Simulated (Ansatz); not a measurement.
A nudged elastic band was laid between two geometries of H$_{2}$NSSi (5 atoms, charge 0, multiplicity 2).

Theory: Ansatz 0.2.0, UKS B3LYP-D4/def2-SVP.

```json
{
  "movable images": "7",
  "climbing image": "yes",
  "spring": "5.0 eV/Å²",
  "optimiser": "quadratic models (default)",
  "start path": "IDPP",
  "force threshold": "0.05 eV/Å",
  "iteration limit": "57",
  "end points": "relaxed"
}
```

Initial state:

```xyz
5
Properties=species:S:1:pos:R:3
N -1.274 -0.026 0.076
Si 0.414 0.055 0.104
S 1.375 0.690 1.739
H -1.682 -0.364 -0.806
H 1.168 -0.356 -1.113
```

Final state:

```xyz
5
Properties=species:S:1:pos:R:3
N -1.049 0.103 -0.652
Si 0.500 -0.073 -0.039
S 0.936 0.374 1.854
H -1.878 -0.034 -0.068
H 1.491 -0.370 -1.096
```

Which bonds break or form, and what moves?

No bond is made or broken. The dihedral H4–N1–Si2–H5 goes from 0 to 157°.

Give the energies along the band, and the barrier.

The run converged. The highest image is number 2 of 0 to 8, 0.022 eV above the first end and 0.148 eV above the last; the last end lies 0.126 eV below the first. A vibrational analysis at the climbing image gives one clearly imaginary mode, 275i cm⁻¹: a first-order saddle point.

```
image  path coordinate (Å)  energy (eV)  dihedral H4–N1–Si2–H5 (°)
    0                 0.00        0.000                          0
    1                 0.23        0.010                         22
    2                 0.46        0.022                         46
    3                 0.65        0.011                         67
    4                 0.83       -0.013                         86
    5                 1.01       -0.043                        106
    6                 1.19       -0.078                        124
    7                 1.38       -0.110                        142
    8                 1.56       -0.126                        157
```

What is the geometry of the highest image?


```xyz
5
Properties=species:S:1:pos:R:3
N -1.214 0.252 -0.165
Si 0.459 0.075 0.092
S 1.249 0.512 1.847
H -1.728 -0.482 -0.669
H 1.234 -0.357 -1.105
```

What are the harmonic wavenumbers there?

275i, 211, 469, 592, 667, 755, 823, 2213, 3485 cm⁻¹.

The band took 9 iterations and of the order of 2.7 core-minutes.

Run time: 2.7 min on 1 thread of Intel(R) Xeon(R) Platinum 8488C (Sapphire Rapids) (shared host), peak memory 0.17 GiB.
